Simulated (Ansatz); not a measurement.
Grey tin (α-Sn), treated with r²SCAN+SOC (Ansatz, a program for electronic structure, PAW).

Settings: plane-wave cutoff 560 eV, 10×10×10 k mesh, Fermi–Dirac smearing 0.01 eV, PAW data made under PBE.

Energies at three volumes about the minimum:

```json
[
 {"V (Å³/atom)": "34.652", "E − E_lowest (meV/atom)": "1.96"},
 {"V (Å³/atom)": "35.359", "E − E_lowest (meV/atom)": "0.00"},
 {"V (Å³/atom)": "36.067", "E − E_lowest (meV/atom)": "1.81"}
]
```

**Question.** Fit a parabola by hand: where is the minimum, what lattice constant follows, and what is the bulk modulus?

**Answer.** Slopes: (0.00 − 1.96)/(35.359 − 34.652) = -2.772 and (1.81 − 0.00)/(36.067 − 35.359) = 2.556 meV/Å³. Curvature E″ = 2 × (2.556 − (-2.772))/(36.067 − 34.652) = 7.531 meV/Å⁶. From the middle of the first interval, the slope vanishes at V0 = 35.0055 − (-2.772)/7.531 = 35.374 Å³/atom. B = V0 E″ = 35.374 × 7.531 meV/Å³ × 0.1602 GPa per meV/Å³ = 42.7 GPa. With 8 atoms in the cube, a = (8 × 35.374)^(1/3) = 6.565 Å. The full Birch–Murnaghan fit to all volumes gives V0 = 35.360 Å³/atom and B0 = 42.4 GPa.

Measured, for comparison: bulk modulus 42.8 GPa (0 K value with the zero-point phonon effect removed; as tabulated in Mejia-Rodriguez and Trickey (2018), arXiv:1807.09216); lattice constant a 6.477 Å (static lattice: zero-point anharmonic expansion removed; as tabulated in Mejia-Rodriguez and Trickey (2018), arXiv:1807.09216). Computed less measured: bulk modulus -0.9 %.
